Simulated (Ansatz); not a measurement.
# How methods differ on SiPH4 (SMILES [SiH2]P)

The species is SiPH4 (6 atoms), meant as a doublet with charge 0. As SMILES, `[SiH2]P`. The shape is that of a GFN2-xTB optimisation. This is one conformer, not always the lowest.

```xyz
6

Si    0.1270   -0.9861   -0.1047
P    -0.3387    1.1700    0.1422
H    -0.3006   -1.7247    1.0879
H    -0.5793   -1.5143   -1.2763
H     0.4347    1.6172   -0.9153
H     0.6569    1.4380    1.0661
```

Each level gives the energy change with the Si1–H3 bond stretched from 1.467 to 2.933 Å (eV). The values are calculated.

```csv
level,kind,program,value (eV),less FCI/STO-3G,CPU time (all runs)
UHF/STO-3G,Hartree–Fock,Ansatz,3.96,-0.17,0.39 s
USVWN5/STO-3G,LDA,Ansatz,4.71,+0.58,1.7 s
U-revPBE/STO-3G,GGA,Ansatz,4.32,+0.19,3.5 s
U-r2SCAN/STO-3G,meta-GGA,Ansatz,4.45,+0.32,6.8 s
U-wB97M-V/STO-3G,range-separated hybrid,Ansatz,4.49,+0.36,28 s
UB2PLYP/STO-3G,double hybrid,Ansatz,4.34,+0.21,6.3 s
UCCSD(T)/STO-3G,coupled cluster or CI,Ansatz,4.13,0.00,0.61 s
FCI/STO-3G,exact in the basis,Ansatz,4.13,0.00,8.6 s
```

FCI/STO-3G is exact within its basis and frozen core, so for wave-function methods in that basis the difference is their error; functionals converge differently with the basis, so for them it is only a difference. The first shape isn't each level's own minimum. The values span 3.96 to 4.71 eV. Spin contamination of the reference (⟨S²⟩ at least 0.1 too high) touches UHF/STO-3G, USVWN5/STO-3G, U-revPBE/STO-3G, U-r2SCAN/STO-3G, UB2PLYP/STO-3G, UCCSD(T)/STO-3G. All rows use very small basis sets, so even the best lies far from the true value. CPU times are rough (shared hosts, several kinds of processor): they show what a rung costs within a factor of a few.
